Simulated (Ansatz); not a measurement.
Nudged elastic band run: CH10Si2

Input file:

```yaml
crystal:
  periodic: [false, false, false]
  atoms:
    - { symbol: Si, position_ang: [-0.681493, 0.524842, 1.50377] }
    - { symbol: C, position_ang: [0.362846, -1.008822, 1.874994] }
    - { symbol: H, position_ang: [-2.036754, 0.138289, 0.971784] }
    - { symbol: H, position_ang: [-0.883497, 1.351433, 2.747492] }
    - { symbol: H, position_ang: [-0.007107, 1.396198, 0.474935] }
    - { symbol: H, position_ang: [0.471443, -0.85168, -1.754673] }
    - { symbol: Si, position_ang: [0.300661, 0.319859, -2.683946] }
    - { symbol: H, position_ang: [0.516223, -1.611345, 0.956298] }
    - { symbol: H, position_ang: [1.358471, -0.721592, 2.268848] }
    - { symbol: H, position_ang: [-0.134403, -1.650927, 2.630336] }
    - { symbol: H, position_ang: [0.524536, -0.138723, -4.099254] }
    - { symbol: H, position_ang: [1.301553, 1.386256, -2.339198] }
    - { symbol: H, position_ang: [-1.092478, 0.866212, -2.551487] }
basis:
  gaussian: { orbitals: def2-SVP }
hamiltonian:
  xc: pbe
neb:
  order_check: false
  images: 7
  f_tol: 0.5
  max_iterations: 60
  final_atoms:
    - { symbol: Si, position_ang: [-1.04658828, 1.50800917, 0.29219647] }
    - { symbol: C, position_ang: [1.05369009, -2.09545432, 1.28489314] }
    - { symbol: H, position_ang: [-2.03482221, 0.44687714, 0.70004126] }
    - { symbol: H, position_ang: [-1.72839908, 2.84997966, 0.35563665] }
    - { symbol: H, position_ang: [0.09887114, 1.503756, 1.26981807] }
    - { symbol: H, position_ang: [0.95033806, -1.63252212, 0.28496365] }
    - { symbol: Si, position_ang: [-0.26893106, 1.1080603, -1.89399986] }
    - { symbol: H, position_ang: [0.72661371, -3.15106073, 1.235466] }
    - { symbol: H, position_ang: [2.11175906, -2.05210872, 1.60454349] }
    - { symbol: H, position_ang: [0.42699725, -1.54678476, 2.0128101] }
    - { symbol: H, position_ang: [0.33569918, -0.26852637, -1.99902128] }
    - { symbol: H, position_ang: [0.78136055, 2.12199635, -2.26967097] }
    - { symbol: H, position_ang: [-1.40658743, 1.2077784, -2.87777773] }
  initial_path:
    images:
      - { positions_ang: [[-0.681493, 0.524842, 1.50377], [0.362846, -1.008822, 1.874994], [-2.036754, 0.138289, 0.971784], [-0.883497, 1.351433, 2.747492], [-0.007107, 1.396198, 0.474935], [0.471443, -0.85168, -1.754673], [0.300661, 0.319859, -2.683946], [0.516223, -1.611345, 0.956298], [1.358471, -0.721592, 2.268848], [-0.134403, -1.650927, 2.630336], [0.524536, -0.138723, -4.099254], [1.301553, 1.386256, -2.339198], [-1.092478, 0.866212, -2.551487]] }
      - { positions_ang: [[-0.67542006, 0.56985372, 1.30807308], [0.3989223, -1.02781363, 1.68742241], [-1.99696523, 0.10760048, 0.79714357], [-0.97308276, 1.30444006, 2.56822176], [0.10932355, 1.46387644, 0.53990028], [0.44018443, -0.76067229, -1.34978637], [0.24575502, 0.34382267, -2.45190054], [0.42800703, -1.72077877, 0.90751815], [1.41657272, -0.79722969, 1.97317324], [-0.03854162, -1.50413389, 2.51809936], [0.50921487, -0.26876487, -3.74641733], [1.24643332, 1.40583758, -2.25439783], [-1.11040256, 0.88396219, -2.49715079]] }
      - { positions_ang: [[-0.66934712, 0.61486544, 1.11237617], [0.4349986, -1.04680525, 1.49985082], [-1.95717646, 0.07691196, 0.62250314], [-1.06266851, 1.25744712, 2.38895151], [0.22575411, 1.53155488, 0.60486555], [0.40892586, -0.66966459, -0.94489973], [0.19084903, 0.36778633, -2.21985507], [0.33979105, -1.83021253, 0.8587383], [1.47467444, -0.87286739, 1.67749849], [0.05731976, -1.35734077, 2.40586272], [0.49389373, -0.39880675, -3.39358067], [1.19131363, 1.42541917, -2.16959765], [-1.12832712, 0.90171238, -2.44281458]] }
      - { positions_ang: [[-0.66327418, 0.65987717, 0.91667925], [0.4710749, -1.06579688, 1.31227923], [-1.91738769, 0.04622344, 0.44786271], [-1.15225427, 1.21045418, 2.20968127], [0.34218466, 1.59923332, 0.66983083], [0.3776673, -0.57865688, -0.5400131], [0.13594305, 0.39175, -1.98780961], [0.25157508, -1.9396463, 0.80995845], [1.53277615, -0.94850508, 1.38182373], [0.15318114, -1.21054766, 2.29362608], [0.4785726, -0.52884862, -3.040744], [1.13619395, 1.44500075, -2.08479748], [-1.14625168, 0.91946257, -2.38847837]] }
      - { positions_ang: [[-0.65720125, 0.70488889, 0.72098233], [0.5071512, -1.08478851, 1.12470764], [-1.87759892, 0.01553493, 0.27322228], [-1.24184003, 1.16346124, 2.03041103], [0.45861522, 1.66691176, 0.7347961], [0.34640873, -0.48764918, -0.13512646], [0.08103707, 0.41571367, -1.75576414], [0.16335911, -2.04908007, 0.7611786], [1.59087787, -1.02414278, 1.08614898], [0.24904251, -1.06375454, 2.18138944], [0.46325146, -0.6588905, -2.68790733], [1.08107426, 1.46458233, -1.99999731], [-1.16417625, 0.93721275, -2.33414216]] }
      - { positions_ang: [[-0.754548, 0.90566896, 0.61378587], [0.64378592, -1.33745496, 1.16475402], [-1.91690474, 0.12337048, 0.37992703], [-1.36347979, 1.58509085, 1.61171743], [0.3686792, 1.62612282, 0.86855159], [0.49739106, -0.77386741, -0.03010393], [-0.00645496, 0.58880033, -1.79032307], [0.30417276, -2.32457523, 0.87975045], [1.72109817, -1.28113426, 1.21574761], [0.2935312, -1.1845121, 2.1392446], [0.43136339, -0.56129947, -2.51568582], [1.00614584, 1.62893584, -2.06741572], [-1.22477904, 1.00485417, -2.47005105]] }
      - { positions_ang: [[-0.85189476, 1.10644903, 0.5065894], [0.78042065, -1.59012141, 1.20480039], [-1.95621057, 0.23120603, 0.48663177], [-1.48511956, 2.00672045, 1.19302384], [0.27874318, 1.58533388, 1.00230709], [0.6483734, -1.06008565, 0.0749186], [-0.093947, 0.76188699, -1.824882], [0.44498641, -2.6000704, 0.9983223], [1.85131847, -1.53812575, 1.34534623], [0.33801988, -1.30526965, 2.09709977], [0.39947532, -0.46370843, -2.34346431], [0.93121741, 1.79328934, -2.13483414], [-1.28538184, 1.07249558, -2.60595994]] }
      - { positions_ang: [[-0.94924152, 1.3072291, 0.39939293], [0.91705537, -1.84278787, 1.24484676], [-1.99551639, 0.33904158, 0.59333652], [-1.60675932, 2.42835006, 0.77433024], [0.18880716, 1.54454494, 1.13606258], [0.79935573, -1.34630389, 0.17994113], [-0.18143903, 0.93497364, -1.85944093], [0.58580006, -2.87556556, 1.11689415], [1.98153876, -1.79511723, 1.47494486], [0.38250857, -1.42602721, 2.05495493], [0.36758725, -0.3661174, -2.1712428], [0.85628898, 1.95764285, -2.20225256], [-1.34598463, 1.14013699, -2.74186884]] }
      - { positions_ang: [[-1.04658828, 1.50800917, 0.29219647], [1.05369009, -2.09545432, 1.28489314], [-2.03482221, 0.44687714, 0.70004126], [-1.72839908, 2.84997966, 0.35563665], [0.09887114, 1.503756, 1.26981807], [0.95033806, -1.63252212, 0.28496365], [-0.26893106, 1.1080603, -1.89399986], [0.72661371, -3.15106073, 1.235466], [2.11175906, -2.05210872, 1.60454349], [0.42699725, -1.54678476, 2.0128101], [0.33569918, -0.26852637, -1.99902128], [0.78136055, 2.12199635, -2.26967097], [-1.40658743, 1.2077784, -2.87777773]] }
```

Launched with:

```bash
$ ansatz run input.yaml --threads 2 --pin off --max-ram 3072MiB --backend cpu --events-out ev --progress --plain --runs-dir out
```

Output, in part (warnings, iteration lines, the closing report on the highest movable image, with atoms numbered from 0):

```
NEB end point (image 0): max|allowed force component| = 2.051e-2 eV/Å (the criterion of neb.relax_end_points is 1.000e-1)
NEB end point (image 8): max|allowed force component| = 2.642e-2 eV/Å (the criterion of neb.relax_end_points is 1.000e-1)
NEB iter   1: max|band force component| = 5.089e0 eV/Å  barrier→ = 4.6923 eV  barrier← = 4.8799 eV  Δτ_max = 0.2000 Å  (220 SCF iters)
NEB iter   2: max|band force component| = 2.388e0 eV/Å  barrier→ = 3.1942 eV  barrier← = 3.3819 eV  Δτ_max = 0.2000 Å  (186 SCF iters)
NEB iter   3: max|band force component| = 1.226e0 eV/Å  barrier→ = 3.1642 eV  barrier← = 3.3519 eV  Δτ_max = 0.2000 Å  (183 SCF iters)
NEB iter   4: max|band force component| = 7.780e-1 eV/Å  barrier→ = 3.2027 eV  barrier← = 3.3904 eV  Δτ_max = 0.1472 Å  (184 SCF iters)
NEB iter   5: max|band force component| = 7.423e-1 eV/Å  barrier→ = 3.1636 eV  barrier← = 3.3513 eV  CI = image 4  Δτ_max = 0.1990 Å  (183 SCF iters)
NEB iter   6: max|band force component| = 5.575e-1 eV/Å  barrier→ = 3.3958 eV  barrier← = 3.5835 eV  CI = image 4  Δτ_max = 0.1999 Å  (183 SCF iters)
NEB iter   7: max|band force component| = 2.085e-1 eV/Å  barrier→ = 3.2856 eV  barrier← = 3.4732 eV  CI = image 4  Δτ_max = 0.0000 Å  (365 SCF iters)
Total energy: -16935.14369464 eV, -622.3550517254 hartree
Atom 0 at    -0.647857     0.652878     0.772516 Å, force     0.004031    -0.015241    -0.165695 eV/Å
Atom 1 at     0.548394    -1.117201     1.109424 Å, force     0.072326     0.126387    -0.082192 eV/Å
Atom 2 at    -1.732506    -0.308549     0.297451 Å, force     0.040939    -0.017412     0.068325 eV/Å
Atom 3 at    -1.548641     1.577255     1.626203 Å, force     0.070321    -0.127640     0.041198 eV/Å
Atom 4 at     0.638216     1.460668     0.860149 Å, force    -0.027524    -0.007046     0.184343 eV/Å
Atom 5 at     0.403566    -0.423955    -0.154816 Å, force    -0.175522     0.086365    -0.046077 eV/Å
Atom 6 at     0.020986     0.551353    -1.701603 Å, force     0.044036    -0.107333    -0.009464 eV/Å
Atom 7 at     0.178845    -2.069187     0.672463 Å, force    -0.011838     0.070474     0.084565 eV/Å
Atom 8 at     1.651295    -1.030140     1.014398 Å, force    -0.026463    -0.043700     0.164895 eV/Å
Atom 9 at     0.309157    -1.138184     2.198481 Å, force     0.040336     0.004701    -0.074769 eV/Å
Atom 10 at     0.289950    -0.756180    -2.415311 Å, force    -0.067709     0.004074    -0.082383 eV/Å
Atom 11 at     1.146554     1.505781    -1.997254 Å, force     0.012781    -0.026422    -0.020189 eV/Å
Atom 12 at    -1.257959     1.095463    -2.282203 Å, force     0.024286     0.052792    -0.062557 eV/Å
Dipole moment:     0.188132    -0.288920     0.127805 e Å
```

The run converged. The threshold of 0.5 eV/Å is loose, so the images may lie well off the minimum-energy path. Neighbouring images differ by up to 2.1 eV, so the band resolves the path poorly. The order of the stationary point at the top wasn't checked. The orbitals stay closed-shell, which can raise the energy where a bond breaks towards radicals; this wasn't checked here.

Final band (atoms are numbered from 1 in the order of the input):

| image | path coordinate (Å) | energy (eV) | Si1–C2 (Å) | H6–Si7 (Å) | Si1–Si7 (Å) |
| --- | --- | --- | --- | --- | --- |
| 0 | 0.00 | 0.00 | 1.89 | 1.51 | 4.31 |
| 1 | 1.10 | 0.05 | 1.90 | 1.50 | 3.91 |
| 2 | 2.20 | 0.21 | 1.91 | 1.50 | 3.56 |
| 3 | 3.30 | 1.20 | 1.94 | 1.51 | 3.02 |
| 4 | 4.40 | 3.29 | 2.16 | 1.87 | 2.56 |
| 5 | 5.44 | 1.26 | 2.71 | 2.41 | 2.40 |
| 6 | 6.49 | 0.08 | 3.19 | 2.76 | 2.37 |
| 7 | 7.53 | -0.16 | 3.69 | 3.21 | 2.36 |
| 8 | 8.57 | -0.19 | 4.29 | 3.71 | 2.35 |

Run time: 79 s on 2 threads of Arm Neoverse V2, on a shared host, peak memory 0.13 GiB.
